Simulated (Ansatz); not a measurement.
## Pulling the pair apart

The pair of HF (SMILES F, atoms 1–2) and N2 (SMILES N#N, atoms 3–4), both closed shells, in one local arrangement (a lower one may exist), relaxed at PBE0-D4/def2-TZVP:

```
atom    x (Å)    y (Å)    z (Å)
  F1  -0.0051   0.0546  -1.9781
  H2  -0.0037   0.0302  -1.0544
  N3   0.0022  -0.0265   0.9723
  N4   0.0066  -0.0582   2.0601
```

N2 is shifted rigidly along the line between the mean atom positions of the two fragments (negative: closer). Counterpoise interaction energies in kcal/mol. Computed with Ansatz 0.2.0 (basis: def2-TZVPPD); correlated methods freeze the cores.

```tsv
shift (Å)	wB97M-V	HF	PBE0-D4
-0.20	-1.50	0.45	-2.03
-0.10	-2.02	-0.40	-2.41
0.00	-2.22	-0.88	-2.52
0.10	-2.23	-1.13	-2.47
0.24	-2.07	-1.23	-2.26
0.51	-1.60	-1.11	-1.75
1.01	-0.88	-0.68	-0.97
2.03	-0.29	-0.24	-0.32
```

What does CCSD(T) give at these shifts? (To be estimated.)

The calculation gives: -1.32, -1.88, -2.13, -2.17, -2.06, -1.64, -0.92, -0.31 kcal/mol. For zero shift, CCSD(T) at an estimated basis limit (MP2 extrapolated from triple and quadruple zeta, plus CCSD(T) − MP2 in triple zeta) gives -2.29 kcal/mol. These are counterpoise interaction energies, counted from the two frozen fragments.

No T1 diagnostic of these runs exceeds 0.013.

For scale, one of the runs: CCSD(T)/def2-TZVPPD, 131 basis functions, launched by `ansatz run in.yaml --threads 2 --pin off --events-out ev --progress --plain --max-ram 5222MiB`. Hardware: 2 CPU threads of an Arm Neoverse V2, shared host. Wall time about 3.9 s.
